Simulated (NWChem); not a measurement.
hydrogen fluoride (HF); SMILES F

```xyz
2

F      0.0000     0.0000     0.0932
H      0.0000     0.0000    -0.8391
```
Atoms are numbered in this order, from 1.

Geometry: optimised at PBE-D3(BJ)/def2-SVP.

Question: List the 4 lowest vertical singlet excitations from PBE0/def2-TZVP, TDA (NWChem).

Answer: 
```tsv
state	energy (eV)	oscillator strength	leading excitation (squared amplitude)
S1	10.14	0.024	HOMO → LUMO (0.98)
S2	10.14	0.024	HOMO−1 → LUMO (0.98)
S3	14.61	0.258	HOMO−2 → LUMO (0.97)
S4	19.70	0.061	HOMO → LUMO+1 (0.95)
```
